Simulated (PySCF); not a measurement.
Compound: C₃H₄FO₂ (charge +1).
SMILES: `CO[C@H](F)C#[O+]`

Theory: MP2 and CCSD/aug-cc-pVDZ in PySCF, restricted Hartree–Fock reference, 6 core orbitals frozen, non-relativistic, gas phase, PBE0-D3(BJ)/def2-SVP geometry.

E(HF) = -364.81627 Eh.

(1) How large is the problem?

(2) What are the MP2 and CCSD correlation energies?

(3) What is the T1 diagnostic?

Answers

(1) 174 basis functions and 46 electrons; 6 orbitals frozen, which leaves o = 17 correlated occupied and v = 151 virtual orbitals. That is o·v = 2567 singles and o·v(o·v + 1)/2 = 3296028 distinct closed-shell doubles amplitudes before symmetry; the costliest CCSD step grows as o²v⁴ = 1.5 × 10^11.

(2) MP2 -0.9795 Eh and CCSD -1.0085 Eh, which gives totals of -365.79574 and -365.82473 Eh. That is 0.807 eV for each correlated electron at CCSD (2648 kJ/mol in all, 0.276 % of the total energy); MP2 gives 97.1 % of the CCSD value.

(3) 0.0165, below the customary warning level of 0.02. It is the norm of the spatial-orbital singles amplitudes over the root of the number of correlated electrons, so the norm is 0.096.

Connected triples and the basis-set limit are missing.

The job also held the EOM ionisation roots. The run took 10 min on one thread of an Arm Neoverse V2, on a shared host, and the process peaked at 3.1 GiB of memory.

The values belong to the conformer `[CH3:1][O:2][C@H:3]([F:4])[C:5]#[O+:6]`: C1–O2–C3–F4 -97°.
